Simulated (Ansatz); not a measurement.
This geometry of C3H4F (8 atoms, charge -1, multiplicity 1) is a first-order saddle point.

These are results of RHF/def2-SVP in Ansatz 0.2.0, not measurements.

```xyz
8
Properties=species:S:1:pos:R:3
C -0.633 0.961 0.683
C -0.119 -0.126 -0.154
C 1.109 -0.638 -0.234
F -1.007 -0.754 -1.017
H -1.490 0.544 1.249
H -1.089 1.700 -0.007
H 1.340 -1.455 -0.911
H 1.890 -0.231 0.390
```

Which two structures does it join? (They come from a converged band through this point; their orientation in space is the band's.)

No bond is made or broken. The dihedral H5–C1–C2–F4 goes from 0 to -180°. The two ends are copies of one structure, up to a mirror image or an exchange of like atoms.

Initial state:

```xyz
8
Properties=species:S:1:pos:R:3
C -0.872 0.811 0.482
C -0.209 -0.225 -0.138
C 1.119 -0.544 -0.318
F -1.055 -1.138 -0.698
H -1.954 0.837 0.484
H -0.319 1.606 0.968
H 1.392 -1.444 -0.856
H 1.898 0.096 0.077
```

Final state:

```xyz
8
Properties=species:S:1:pos:R:3
C -0.872 0.811 0.482
C -0.209 -0.225 -0.138
C 1.120 -0.544 -0.318
F -1.055 -1.137 -0.698
H -0.319 1.606 0.968
H -1.954 0.837 0.484
H 1.391 -1.444 -0.856
H 1.898 0.096 0.077
```

How far does it lie above each of them?

16.3 kcal/mol above the first and 16.3 kcal/mol above the second. This is the barrier of this one path; another mechanism may lie lower. Limits of this set-up: an anion without diffuse functions, the dipole of an ion depends on the origin.

The run took 45 s on 1 thread of Arm Neoverse V1, with other jobs on the host, peak memory 0.13 GiB.
